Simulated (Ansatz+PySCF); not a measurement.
**quintet N₂H₂: levels of theory in one basis**

```xyz
4

N    -1.8196    0.0000    0.0000
H    -0.7826    0.0000    0.0000
N     1.6804    0.0000    0.0000
H     2.7174    0.0000    0.0000
```

Basis set: cc-pVTZ (spherical functions). Correlated methods keep 2 orbitals frozen. Correlation on ROHF uses semicanonical orbitals with singles. Charge 0, multiplicity 5.

Computed with Ansatz (development build ahead of 0.2.0) and PySCF 2.14.0; each method stands on the lowest determinant of its kind that the runs found.

```json
{"method": "ROHF", "E − E(ROHF) (eV)": "0.00", "<S²> of the determinant": "6.00"}
{"method": "UHF", "E − E(ROHF) (eV)": "-0.42", "<S²> of the determinant": "6.03"}
{"method": "ROHF-MP2", "E − E(ROHF) (eV)": "-7.91", "<S²> of the determinant": "–"}
{"method": "UHF-MP2", "E − E(ROHF) (eV)": "-7.89", "<S²> of the determinant": "6.03"}
{"method": "ROHF-CCSD", "E − E(ROHF) (eV)": "-8.90", "<S²> of the determinant": "–"}
{"method": "UHF-CCSD", "E − E(ROHF) (eV)": "-8.91", "<S²> of the determinant": "6.03"}
{"method": "ROHF-CCSD(T)", "E − E(ROHF) (eV)": "-9.12", "<S²> of the determinant": "–"}
{"method": "UHF-CCSD(T)", "E − E(ROHF) (eV)": "-9.12", "<S²> of the determinant": "6.03"}
```
